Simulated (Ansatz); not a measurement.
`B1BC1`, relaxed with RKS PBE-D4/def2-SVP in the Gaussian-basis code of Ansatz from a rough embedded geometry. The force threshold is 0.03 eV/Å; the program also tests the step.

Charge 0, multiplicity 1.

Start:

```xyz
7

B     0.131   -0.839   -0.558
B    -0.877    0.508   -0.127
C     0.509    0.177    0.439
H     0.260   -1.816   -1.130
H    -1.853    1.182   -0.228
H     0.504   -0.114    1.520
H     1.326    0.902    0.083
```

Q: By how much does the energy fall, and how many steps does the optimiser take? (An estimate is asked.)

A: Ansatz gave: 126.17 kJ/mol, in 15 steps.

Q: Which bonds change most? (Best estimate.)

A: Ansatz gave: B1–B2 from 1.736 to 1.565 Å; B2–C3 from 1.533 to 1.613 Å; B1–H4 from 1.140 to 1.200 Å; C3–H7 from 1.148 to 1.167 Å.

Q: Give the relaxed structure. (An estimate is asked.)

A: Ansatz gave: 
```xyz
7

B    -0.015   -0.903   -0.589
B    -0.700    0.494   -0.421
C     0.508   -0.050    0.499
H     0.220   -1.994   -1.031
H    -1.346    1.515   -0.449
H     1.276   -0.070    1.292
H     0.058    1.009    0.698
```
